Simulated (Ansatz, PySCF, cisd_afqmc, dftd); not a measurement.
Species: CH₂O₂, charge 0, singlet. CH2O2 (SMILES O=CO).
B3LYP-D3(BJ)/def2-TZVP minimum from Ansatz (a program for electronic structure):
```
C
O 1 1.1967
O 1 1.3439 2 125.18
H 3 0.9719 1 107.71 2 0.00
H 1 1.0974 2 125.25 3 -180.00
```

Property: enthalpy of formation at 298 K (by atomisation, with ideal-gas terms from PySCF's Hessian at B3LYP-D3(BJ)/def2-TZVP and the atoms' measured values of the G2/97 table; no spin-orbit terms), in kcal/mol. Open shells are spin-unrestricted; no spin-orbit coupling. Cores are frozen in correlated methods. Rows without X2C or -DK are non-relativistic. AFQMC is phaseless with a CISD trial state; ± is one standard error, without the phaseless bias. Outlying blocks are dropped, and bars are widened where a walk drifts. Over all cases where full CI ran beside it in this data, AFQMC minus full CI had a median of +0.1 mEh and passed +0.4 mEh in a tenth of the cases. CBS(X,Y): correlation extrapolated as X^-3, Hartree-Fock from the larger set (Q,5: extrapolated as (X+1)exp(-9√X)). A bracket is a step between two methods taken in the basis named. Functionals run without relativity, which enters their misses. Double hybrids freeze cores in their MP2 part. 'core' is core correlation in cc-pwCVTZ, 'X2C' scalar relativity in cc-pVTZ-DK, both at CCSD(T). For partners of very few electrons the exact lower level stands in for a higher one.

Measured: -90.5 kcal/mol, -378.7 kJ/mol (G2/97 table in ASE (Curtiss et al.)); atomic spin-orbit terms, which the calculations lack, would raise the computed values.

| level | program | enthalpy of formation at 298 K (kcal/mol) | error against that value |
|---|---|---|---|
| r2SCAN-D3(BJ)/def2-TZVPD | Ansatz + dftd3 | -92.1 | -1.6 |
| B3LYP/def2-TZVPD | Ansatz | -86.8 | 3.7 |
| PBE0-D3(BJ)/def2-TZVPD | Ansatz + dftd3 | -89.7 | 0.8 |
| PBE0-D4/def2-TZVPD | Ansatz + dftd4 | -89.6 | 0.9 |
| CAM-B3LYP-D3(BJ)/def2-TZVPD | Ansatz + dftd3 | -91.2 | -0.7 |
| CAM-B3LYP-D4/def2-TZVPD | Ansatz + dftd4 | -91.3 | -0.8 |
| B2PLYP-D4/def2-TZVPD | Ansatz + dftd4 | -85.8 | 4.7 |
| B2PLYP/def2-TZVPD | Ansatz | -85.0 | 5.5 |
| MP2/cc-pVQZ | Ansatz | -103.1 | -12.6 |
| CCSD/CBS(cc-pVTZ,cc-pVQZ) | Ansatz | -77.0 | 13.5 |
| CCSD(T)/cc-pVDZ | Ansatz | -47.2 | 43.3 |
| AFQMC/CISD/cc-pVDZ | cisd_afqmc | -48.2 ± 0.3 | 42.3 |
| CCSD(T)/CBS(cc-pVQZ,cc-pV5Z) + [CCSDT(Q) - CCSD(T)]/cc-pVDZ + core + X2C | Ansatz | -91.8 | -1.3 |
